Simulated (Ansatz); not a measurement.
# N2O: active-space calculation from a Python script

Wanted for N2O: an active-space calculation.

All numbers are computed with Ansatz 0.2.0 through its Python package. The levels of theory stand in the script.

## 1. The system

Bond lengths: N1–N2 1.106 Å, N2–O3 1.150 Å. Angles: N1–N2–O3 180.0°.

No structure file is read: the coordinates are typed or built in the script.

## 2. Script

Input file run_cas.py:

```python
"""Active-space calculation on N2O."""

import ansatz


def main() -> None:
    geometry_ang = [
        ("N", (-0.50432, 0.98687, -0.16552)),
        ("N", (-0.00666, 0.01309, -0.00218)),
        ("O", (0.51098, -0.99995, 0.16769)),
    ]
    system = ansatz.Crystal.molecule()
    for symbol, xyz in geometry_ang:
        system = system.atom(symbol, xyz)

    model = system.calculation().basis(gaussian="cc-pVDZ").correlation(active_electrons=6, active_orbitals=6)
    for method in [None, "sc_nevpt2"]:
        data = (model if method is None else model.correlation(method)).run().report
        space = data["configurations"]
        state = space["states"][0]
        print(method or "casscf", f"total {data['free_energy_ev'] / 27.211386246:.6f} Ha, active-space state {state['energy']['hartree']:.6f} Ha, mean field {data['reference_energy_ev'] / 27.211386246:.6f} Ha")
        print("  determinants", state["n_determinants"], " natural occupations", [round(n, 3) for n in space["natural_occupations"]])


if __name__ == "__main__":
    main()
```

## 3. The calls as engine input

The package turns the script's settings into the engine's input (first run):

```yaml
crystal:
  periodic: [false, false, false]
  atoms:
    - { symbol: "N", position_ang: [-0.50432, 0.98687, -0.16552] }
    - { symbol: "N", position_ang: [-0.00666, 0.01309, -0.00218] }
    - { symbol: O, position_ang: [0.51098, -0.99995, 0.16769] }
basis:
  gaussian:
    orbitals: cc-pVDZ
correlation:
  active_space:
    window:
      electrons: 6
      orbitals: 6
```

## 4. The run

On the command line:

```console
$ python run_cas.py
```

What it wrote:

```text
casscf total -183.827038 Ha, active-space state -183.827038 Ha, mean field -183.698949 Ha
  determinants 400  natural occupations [1.982, 1.944, 1.944, 0.056, 0.056, 0.019]
sc_nevpt2 total -184.176760 Ha, active-space state -183.827024 Ha, mean field -183.698949 Ha
  determinants 208  natural occupations [1.981, 1.944, 1.944, 0.056, 0.056, 0.019]
```

It took 1.8 s on 1 thread of Arm Neoverse V1, shared host; peak memory 0.14 GiB.

## 5. Inputs of later runs

The engine's inputs for the other runs:

Run 2, against run 1:

```diff
@@ -10,0 +11 @@
+  method: sc_nevpt2
```

## 6. The runs side by side

One row for each of the 2 runs:

```csv
run,method,energy (eV),SCF cycles,CPU time (s)
1,not set,-5002.1885,13,0.71
2,sc_nevpt2,-5011.7050,14,0.7
```

## 7. Outcome

| quantity | value |
| --- | --- |
| natural occupations | 1.982, 1.944, 1.944, 0.056, 0.056, 0.019 |
| runs compared | 2 |

**Reading.** The natural occupations stay near whole numbers, so one determinant describes the state well. Both runs converged, in 13 to 14 cycles. The geometry is a force-field or estimated start, not a minimum of this method, and the basis set is short of its limit. The active space starts as a window about the frontier orbitals and is then optimised, not chosen by chemistry.
